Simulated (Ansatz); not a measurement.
**Bulk modulus of some elemental metals**

Method: revPBE (PAW; Ansatz, an electronic-structure program). References are measured values corrected to a static lattice. The table is a random draw of 10 from 11 solids with such references.

Values in GPa.

```tsv
solid	reference	revPBE	error (%)
bcc W	312 (300–328)	296	-5.1
body-centred tetragonal In	44.7¶	31.5	-30
bcc V	161	175	+8.7
bcc K	3.75	3.11	-17.1
bcc Fe	174	173	-0.6
bcc Cs	2.11 (2.11–2.35)	1.67	-21
fcc Ag	110 (104–111)	79.0	-28
fcc Cu	144	?	?
bcc Ta	198	188	-5.1
fcc Rh	271 (271–289)	243	-10.3
```

**Question.** Estimate the withheld revPBE value.

**Answer.** The errors of the other rows run from -30 % to +8.7 %, with a median of -10.3 %; carried to the reference 144 it gives 129 GPa. The run gives 128 GPa (-11.1 %), -0.8 % from the estimate; the row was drawn at random, and such an estimate is rough. Over these 10 solids the mean error is -11.9 %, the mean absolute error 13.7 % (median 10.7 %), and the worst case body-centred tetragonal In at -30 %; the value is below the reference in 9 of 10 cases. Over all 11, from unrounded values, the mean error is -12.1 % and the mean absolute error 13.6 % (median 11.0 %).

All these references are brought to a static lattice.

Spin–orbit coupling is left out, also for the solids with elements from indium on (bcc W, body-centred tetragonal In, bcc Cs, bcc Ta); its size isn't shown.

¶ marks references of a special kind: body-centred tetragonal In, 44.7 GPa (measured, copied from a table, unchecked, extrapolated to 0 K and zero-point effects removed; as tabulated in Lejaeghere et al. (2013), arXiv:1204.2733).

In Ansatz's fits of the non-cubic solids, shape and atoms are relaxed at each volume.

Brackets give the range of the sources taken for a reference, where it is wide; it can hold other temperatures.

Differences are worked out from the printed values.

Each level is taken at its own relaxed cell. Caveats: the cell is over a tenth larger than the published one: the level's own overestimate first of all, though another phase or state, or a fault of the published cell, is possible (bcc Cs). Ansatz's density-functional and Hartree–Fock values are scalar-relativistic unless marked +SOC, with PAW data made under PBE.

Ansatz's runs of these crystals have no spin polarisation, but for bcc Fe.

Density-functional runs with spin start from parallel moments for bcc Fe.

Not in this set, of the elemental metals with a reference value in our tables and a result at some level: 24 for no value at revPBE (not run, a failed fit, an unstable or unbound cell, or a value held back for tests); 6 for sources at odds; 3 for a reference at room or unstated temperature. These can be a level's best or worst cases. Solids without a released value at any level aren't counted. Layered and molecular crystals are counted apart. The metals Ce to Yb are counted apart.

References as tabulated in Levämäki et al. (2014), arXiv:1402.3671; doi:10.1021/acs.jctc.3c00612; Lejaeghere et al. (2013), arXiv:1204.2733; Mejia-Rodriguez and Trickey (2018), arXiv:1807.09216.
